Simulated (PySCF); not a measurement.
Bonds broken one at a time in the series Al Cl-NH2. Gas-phase values, no solvent. Strings in code marks are SMILES.

The numbers are results of PySCF 2.14.0 with PBE-D3(BJ)/def2-TZVP // r2SCAN-D4/def2-TZVP, not measurements. Excitations are Tamm–Dancoff values on a coarser integration grid. The basis has no diffuse functions, so Rydberg states are missing or too high.

| species | dipole moment (D) | HOMO–LUMO gap (eV) | LUMO (eV) | T1 excitation (TDA) (eV) | S1–T1 gap (TDA) (eV) | S1 oscillator strength |
|---|---|---|---|---|---|---|
| whole molecule (`[Cl][Al]([Cl])[Cl]`) | 0.00 | 5.82 | -2.13 | 5.70 | ___ | 0.000 |
| radical fragment (`[Cl][Al][Cl]`) | 1.33 | – | – | – | – | – |
| whole molecule (`[Cl][Al]([Cl])[NH2]`) | ___ | 5.13 | ___ | 4.89 | ___ | 0.025 |
| radical fragment (`[NH2]`) | 1.91 | – | – | – | – | – |
| whole molecule (`[NH2][Al]([NH2])[NH2]`) | 0.00 | 4.75 | ___ | 4.61 | 0.23 | 0.000 |

**Question.** What belongs in the gaps?

**Answer.** 
- whole molecule (`[Cl][Al]([Cl])[Cl]`), S1–T1 gap (TDA) (eV): 0.24
- whole molecule (`[Cl][Al]([Cl])[NH2]`), dipole moment (D): 2.33
- whole molecule (`[Cl][Al]([Cl])[NH2]`), LUMO (eV): -1.44
- whole molecule (`[Cl][Al]([Cl])[NH2]`), S1–T1 gap (TDA) (eV): 0.38
- whole molecule (`[NH2][Al]([NH2])[NH2]`), LUMO (eV): -0.50
